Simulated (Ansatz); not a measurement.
bcc Rb, treated with r²SCAN (PAW; Ansatz, a quantum-chemistry and plane-wave program).

Run with plane-wave cutoff 600 eV, 16×16×16 k mesh, Fermi–Dirac smearing 0.1 eV, finite displacements, force constants from a 4×4×4 q mesh, scalar-relativistic PAW data made under PBE.

Computed at the level's own relaxed cell. Harmonic vibrational thermodynamics at fixed volume:

| T (K) | S_vib (J/K per mol of atoms) | C_V (J/K per mol of atoms) | F_vib (eV/atom) |
|---|---|---|---|
| 0 | 0.00 | 0.00 | 0.0058 |
| 200 | 64.43 | 24.82 | -0.0816 |
| 300 | 74.51 | 24.89 | -0.1540 |
| 500 | 87.23 | 24.92 | -0.3227 |
| 600 | 91.78 | 24.92 | -0.4156 |
| 700 | 95.62 | 24.93 | -0.5127 |
| 800 | 98.95 | 24.93 | -0.6136 |

The crystal is taken as a harmonic solid at every temperature: melting, phase changes and thermal expansion are not seen, nor the electrons' share in a metal.
